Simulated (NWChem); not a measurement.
**One shape, several levels: CH3F (fluoromethane)**

Aim: a comparison of 6 runs (PBE/def2-TZVPP, B3LYP/def2-TZVPP, BLYP/def2-TZVPP, M06-L/def2-TZVPP, PBE0/def2-TZVPP, CCSD/def2-TZVPP) of CH3F (fluoromethane). 

The results are computed with NWChem 7.3.0.

## Step 1: The system as given

The species is CH3F (5 atoms), meant as a singlet with charge 0. SMILES: `CF`. The C1–H4 distance was set to 1.420 Å, away from the relaxed value.

Bond lengths: C1–F2 1.376 Å, C1–H3 1.092 Å, C1–H5 1.092 Å. Angles: F2–C1–H3 109.1°, F2–C1–H5 109.1°, H3–C1–H5 109.9°. A long bond or contact: C1–H4 1.420 Å.

## Step 2: The energy at PBE/def2-TZVPP (run 1)

Input file sp.xyz:

```xyz
5
CH3F energy
C     -0.034471    -0.196017     0.241726
F      1.110329    -0.939417     0.065326
H     -0.902471    -0.855817     0.175926
H     -0.104800     0.796000    -0.772000
H     -0.003571     0.279583     1.224626
```

Input file sp.nw:

```
start sp
title "CH3F energy"
memory total 2200 mb
charge 0

geometry units angstroms noautosym nocenter noautoz
 load format xyz sp.xyz
end

basis spherical bse
 * library def2-TZVPP
end

dft
 xc xpbe96 cpbe96
 mult 1
 grid fine
 convergence energy 1e-08
 iterations 100
 mulliken
 print low
end

task dft energy
```

The run is started by

```sh
$ nwchem sp.nw > sp.out
```

Output:

```text
[...]
 d= 0,ls=0.0,diis     1   -139.5588923940 -1.76D+02  7.68D-03  6.52D-01     1.0
[...]
 d= 0,ls=0.0,diis    10   -139.6144717647 -5.48D-09  1.43D-07  4.10D-10     8.5
         Total DFT energy =     -139.614471764662
      One electron energy =     -264.517495878169
           Coulomb energy =      105.217833701869
    Exchange-Corr. energy =      -16.746249882230
 Nuclear repulsion energy =       36.431440293868
[...]
      Total Density - Mulliken Population Analysis
     ---------------------------------------------
    Atom       Charge   Shell Charges
 -----------   ------   -------------------------------------------------------
    1 C    6     6.07   0.85  1.12  0.54  0.62  0.12  1.23  1.19  0.28  0.02  0.08  0.01
    2 F    9     9.20   0.77  1.20  0.62  0.97  0.36  2.28  2.08  0.91  0.00  0.01  0.00
    3 H    1     0.88   0.28  0.45  0.13  0.01  0.02  0.00
    4 H    1     0.96   0.21  0.49  0.25  0.00  0.02  0.00
    5 H    1     0.88   0.28  0.45  0.13  0.01  0.02  0.00
[...]
```

Wall time 9.3 s (1 thread of AMD EPYC 9R45 (Zen 5), shared host); peak memory 0.12 GiB.

## Step 3: A single-point energy at B3LYP/def2-TZVPP (run 2)

Input file run.py:

```python
from ase import Atoms
from ase.calculators.nwchem import NWChem

mol = Atoms('CFHHH', positions=[
    [-0.034471, -0.196017, 0.241726],
    [1.110329, -0.939417, 0.065326],
    [-0.902471, -0.855817, 0.175926],
    [-0.104800, 0.796000, -0.772000],
    [-0.003571, 0.279583, 1.224626],
])

calc = NWChem(
    label='work',
    theory='dft',
    memory='2200 mb',
    basis='def2-TZVPP',
    basispar='spherical bse',
    dft={'xc': 'b3lyp', 'mult': '1', 'grid': 'fine', 'convergence': 'energy 1e-08', 'iterations': '100', 'mulliken': None},
    task='energy',
)
mol.calc = calc

print(f"energy = {mol.get_potential_energy():.6f} eV")
print("dipole (e A):", mol.get_dipole_moment().round(4))
```

The run is started by

```sh
$ export ASE_NWCHEM_COMMAND="nwchem PREFIX.nwi > PREFIX.nwo"
$ python run.py
```

Output:

```text
energy = -3803.377068 eV
dipole (e A): [-0.2945  0.1446  0.0959]
```

The calculator wrote work.nwi:

```
title "work"

permanent_dir work

scratch_dir work

start work

geometry units angstrom nocenter noautosym noautoz
  C  -3.4471000000000002e-02 -1.9601700000000000e-01 2.4172600000000000e-01
  F  1.1103289999999999e+00 -9.3941699999999995e-01 6.5325999999999995e-02
  H  -9.0247100000000002e-01 -8.5581700000000005e-01 1.7592600000000000e-01
  H  -1.0480000000000000e-01 7.9600000000000004e-01 -7.7200000000000002e-01
  H  -3.5710000000000000e-03 2.7958300000000003e-01 1.2246260000000000e+00
end

memory 2200 mb

basis spherical bse noprint
   * library def2-TZVPP
end

dft
  xc b3lyp
  mult 1
  grid fine
  convergence energy 1e-08
  iterations 100
  mulliken
end

task dft energy
```

work.nwo:

```text
Northwest Computational Chemistry Package (NWChem) 7.3.0
             --------------------------------------------------------

           Job information
           ---------------

    nwchem branch   = 7.3.0
    use scalapack   = T
    input           = work.nwi
    prefix          = work.
    data base       = work/work.db
    status          = startup
    nproc           =        1

           Memory information
           ------------------

    heap     =     72089598 doubles =      550.0 Mbytes
    stack    =     72089595 doubles =      550.0 Mbytes
    global   =    144179200 doubles =     1100.0 Mbytes (distinct from heap & stack)
    total    =    288358393 doubles =     2200.0 Mbytes
    verify   = yes
    hardfail = no

[... 92 lines left out ...]
  convergence criterion.
[... 18 lines left out ...]
          Convergence on density requested:  1.00D-05
[... 25 lines left out ...]
          Convergence Information
[... 58 lines left out ...]
   convergence    iter        energy       DeltaE   RMS-Dens  Diis-err    time
[... 13 lines left out ...]
           Coulomb energy =      105.301978747906
[... 7 lines left out ...]
                       DFT Final Molecular Orbital Analysis
[... 757 lines left out ...]
 center of mass
 --------------
 x =   1.09211870 y =  -1.10967450 z =   0.26523980

 moments of inertia (a.u.)
 ------------------
          32.877290898650          26.769620362175           5.587279894145
          26.769620362175          54.137584089673          -2.298423020571
           5.587279894145          -2.298423020571          70.907339903023

     Multipole analysis of the density
     ---------------------------------

     L   x y z        total         alpha         beta         nuclear
     -   - - -        -----         -----         ----         -------
     0   0 0 0      0.000000     -9.000000     -9.000000     18.000000

     1   1 0 0     -0.556614     -8.569757     -8.569757     16.582899
[... 8 lines of this table left out ...]
     2   0 0 2     -8.921946     -8.952727     -8.952727      8.983508

 Task  times  cpu:        6.7s     wall:        6.7s
 Total times  cpu:        6.8s     wall:        6.8s
```

Run time: 7.8 s. Hardware: 1 thread of AMD EPYC 9R45 (Zen 5), shared host; peak memory 0.12 GiB.

Runs 3 to 4 aren't shown in full; the table further down has their settings and results.

## Step 4: The energy at PBE0/def2-TZVPP (run 5)

Input file m1.xyz:

```xyz
5
CH3F
C     -0.034471    -0.196017     0.241726
F      1.110329    -0.939417     0.065326
H     -0.902471    -0.855817     0.175926
H     -0.104800     0.796000    -0.772000
H     -0.003571     0.279583     1.224626
```

Input file m1.nw:

```
start m1
title "CH3F"
memory stack 880 mb heap 220 mb global 1100 mb
charge 0

geometry units angstrom noautosym nocenter noautoz
  load m1.xyz
end

basis spherical bse
  * library def2-TZVPP
end

dft
  xc pbe0
  mult 1
  grid fine
  convergence energy 1e-08
  iterations 100
  mulliken
end

task dft
```

The run is started by

```sh
$ nwchem m1.nw > m1.out
```

Output:

```text
[...]
          Wavefunction type:  closed shell.
          No. of atoms     :     5
          No. of electrons :    18
[...]
          Charge           :     0
          Spin multiplicity:     1
[...]
          AO basis - number of functions:   104
[...]
              XC Information
              --------------
                         PBE0 Method XC Functional
                     Hartree-Fock (Exact) Exchange  0.250
          PerdewBurkeErnzerhof Exchange Functional  0.750
            Perdew 1991 LDA Correlation Functional  1.000 local
           PerdewBurkeErnz. Correlation Functional  1.000 non-local
[...]
 d= 0,ls=0.0,diis     1   -139.5716446090 -1.76D+02  5.44D-03  4.83D-01     1.0
[...]
 d= 0,ls=0.0,diis     8   -139.6175575633  4.01D-11  5.96D-07  3.12D-08     6.9
         Total DFT energy =     -139.617557563349
      One electron energy =     -264.579585430763
           Coulomb energy =      105.290478097049
    Exchange-Corr. energy =      -16.759890523503
 Nuclear repulsion energy =       36.431440293868
[...]
      Total Density - Mulliken Population Analysis
     ---------------------------------------------
    Atom       Charge   Shell Charges
 -----------   ------   -------------------------------------------------------
    1 C    6     6.05   0.85  1.12  0.52  0.63  0.10  1.20  1.23  0.27  0.03  0.09  0.01
    2 F    9     9.22   0.77  1.20  0.61  0.98  0.35  2.27  2.13  0.89  0.00  0.01  0.00
    3 H    1     0.89   0.27  0.46  0.12  0.01  0.02  0.00
    4 H    1     0.96   0.20  0.50  0.24  0.00  0.02  0.00
    5 H    1     0.89   0.27  0.46  0.12  0.01  0.02  0.00
[...]
```

Run time: 7.5 s. Hardware: 1 thread of AMD EPYC 9R45 (Zen 5), shared host; peak memory 0.12 GiB.

## Step 5: A single-point energy at CCSD/def2-TZVPP (run 6)

Input file struct.xyz:

```xyz
5
CH3F
C     -0.034471    -0.196017     0.241726
F      1.110329    -0.939417     0.065326
H     -0.902471    -0.855817     0.175926
H     -0.104800     0.796000    -0.772000
H     -0.003571     0.279583     1.224626
```

Input file struct.nw:

```
start struct
title "CH3F"
memory total 2200 mb
geometry noautosym nocenter noautoz
   load struct.xyz
end
basis spherical bse
   * library def2-TZVPP
end
scf
   thresh 1e-08
   maxiter 80
   print medium
end
ccsd
   freeze core 2
   maxiter 60
end
task ccsd energy
```

The run is started by

```sh
$ nwchem struct.nw > struct.out
```

Output:

```text
[...]
  functions       =   104
[...]
  wavefunction    = RHF
[...]
         Total SCF energy =   -139.058636906424
      One-electron energy =   -264.507320597011
      Two-electron energy =     89.017243396719
 Nuclear repulsion energy =     36.431440293868
        Time for solution =      8.5s
[...]
 Total MP2 energy:           -139.494722176647144
[...]
             energy      energy      error      ampl     ampl      Block
                                                time     time      time
[...]
 Total CCSD energy:           -139.512920397604461
[...]
```

Wall time 73 s (1 thread of AMD EPYC 9R45 (Zen 5), shared host); peak memory 0.18 GiB.

## Step 6: Overview of the runs

```
run             level  integration grid  iteration cap  energy (Eh)  wall time
  1    PBE/def2-TZVPP              fine            100  -139.614472      9.3 s
  2  B3LYP/def2-TZVPP              fine            100  -139.771530      7.8 s
  3   BLYP/def2-TZVPP              fine            100  -139.738733      9.3 s
  4  M06-L/def2-TZVPP              fine            100  -139.741258       11 s
  5   PBE0/def2-TZVPP              fine            100  -139.617558      7.5 s
  6   CCSD/def2-TZVPP                 –             80  -139.512920       73 s
```

## Step 7: Outcome

| quantity | value |
| --- | --- |
| run 6: total energy | -139.51292 Eh |
| run 6: HOMO energy (Hartree–Fock orbitals) | -12.96 eV |
| run 6: LUMO energy (Hartree–Fock orbitals) | 3.68 eV |
| run 6: HOMO–LUMO gap (Hartree–Fock orbitals) | 16.63 eV |
| run 6: correlation energy (2 core orbitals frozen) | -454.3 mEh |

What this shows: Over runs 2, 3, 4, 5 the dipole moment (its size) runs from 1.50 D (M06-L/def2-TZVPP) to 1.64 D (B3LYP/def2-TZVPP). Over runs 2, 3, 4, 5 the HOMO–LUMO gap runs from 7.36 eV (BLYP/def2-TZVPP) to 9.97 eV (PBE0/def2-TZVPP). Totals of different functionals can't be ranked against each other. All runs together took 2 min, the longest 73 s.
